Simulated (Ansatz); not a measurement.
**C2H4ClNO: up Jacob's ladder to CCSD(T)**

One table from this session's results is given with a row withheld; the runs are named, their logs left out.

Program: Ansatz 0.2.0, Gaussian basis. Level of theory: functionals in def2-TZVPP, the program's frozen cores in correlated methods. These are calculated values, not measurements.

The runs, in order: LDA (SPW92), PBE-D4, revPBE-D4, BLYP-D4, r2SCAN-D4, B97M-V, PBE0-D4, B3LYP-D4, r2SCANh-D4, r2SCAN0-D4, HSE06-D4, BHLYP-D4, CAM-B3LYP-D4, LC-ωPBE, ωB97X-V, ωB97M-V, B2PLYP, PBE-QIDH; CCSD(T)/def2-SVP; CCSD(T)/def2-TZVPP; MP2/def2-QZVPP; extrapolation to the limit; RPA on PBE.

## The geometry

An earlier PBE0-D4 in a triple-zeta def2 set relaxation fixed the geometry.

SMILES `N/C(Cl)=C\O`, 9 atoms, charge 0, spin multiplicity 1.

Atoms are counted from 1 here; the program's logs count them from 0.

Bond lengths: N1–C2 1.402 Å, N1–H6 1.013 Å, N1–H7 1.013 Å, C2–Cl3 1.745 Å, C2–C4 1.332 Å, C4–O5 1.342 Å, C4–H8 1.081 Å, O5–H9 0.971 Å. Angles: C2–N1–H6 112.6°, C2–N1–H7 112.6°, H6–N1–H7 108.3°, N1–C2–Cl3 119.7°, N1–C2–C4 120.1°, Cl3–C2–C4 120.2°, C2–C4–O5 122.7°, C2–C4–H8 123.1°, O5–C4–H8 114.3°, C4–O5–H9 105.7°.

The first run:

File in.yaml:

```yaml
crystal:
  periodic: [false, false, false]
  atoms:
    - {symbol: N, position_ang: [0.766369, 0.954843, 0.047476]}
    - {symbol: C, position_ang: [0.306588, -0.294220, -0.392369]}
    - {symbol: Cl, position_ang: [1.217001, -1.179259, -1.589225]}
    - {symbol: C, position_ang: [-0.821269, -0.802992, 0.101934]}
    - {symbol: O, position_ang: [-1.560720, -0.165881, 1.023621]}
    - {symbol: H, position_ang: [0.820025, 1.635077, -0.701633]}
    - {symbol: H, position_ang: [1.675063, 0.899910, 0.492477]}
    - {symbol: H, position_ang: [-1.219363, -1.761131, -0.202874]}
    - {symbol: H, position_ang: [-1.095396, 0.667453, 1.203495]}
basis:
  gaussian: {orbitals: def2-TZVPP}
hamiltonian: {xc: lda}
output: {orbitals: {seedname: orbitals}}
```

Command:

```sh
ansatz run in.yaml --threads 2 --pin off --events-out ev --progress --plain --max-ram 4352MiB
```

Steps of the session up to this table: LDA; PBE-D4 (GGA); revPBE-D4 (GGA); BLYP-D4 (GGA); r2SCAN-D4 (meta-GGA); B97M-V (meta-GGA); PBE0-D4 (hybrid); B3LYP-D4 (hybrid); r2SCANh-D4 (hybrid); r2SCAN0-D4 (hybrid); HSE06-D4 (hybrid); BHLYP-D4 (hybrid); CAM-B3LYP-D4 (range-separated); LC-ωPBE (range-separated); ωB97X-V (range-separated); ωB97M-V (range-separated); B2PLYP (double hybrid); PBE-QIDH (double hybrid).

One of the session's tables, all rows but one given; the rest of the session is left out.

It belongs to the step «Orbital energies across the functionals». 

```
  functional  HOMO (eV)  LUMO (eV)  gap (eV)
 LDA (SPW92)      -5.40      -0.69      4.70
      PBE-D4      -5.22      -0.46      4.76
   revPBE-D4      -5.15      -0.37      4.78
     BLYP-D4          ?          ?         ?
   r2SCAN-D4      -5.43      -0.23      5.20
      B97M-V      -5.48      -0.13      5.34
     PBE0-D4      -6.44       0.54      6.98
    B3LYP-D4      -6.23       0.27      6.51
  r2SCANh-D4      -5.89       0.14      6.02
  r2SCAN0-D4      -6.58       0.68      7.26
    HSE06-D4      -6.04       0.16      6.19
    BHLYP-D4      -7.54       1.31      8.85
CAM-B3LYP-D4      -7.77       1.47      9.24
     LC-ωPBE      -9.10       2.82     11.92
     ωB97X-V      -8.73       2.61     11.34
     ωB97M-V      -8.63       2.14     10.76
```

Estimate the missing values for BLYP-D4.

Worked estimate for «HOMO (eV)». Against the share of exact exchange, B3LYP-D4 (0.2, -6.23), BHLYP-D4 (0.5, -7.54) give a slope of -4.37 per unit share; at 0 the line stands at -5.36.

**Answer.** HOMO (eV): -5.09; LUMO (eV): -0.36; gap (eV): 4.74. In «HOMO (eV)» the line misses by -0.27.
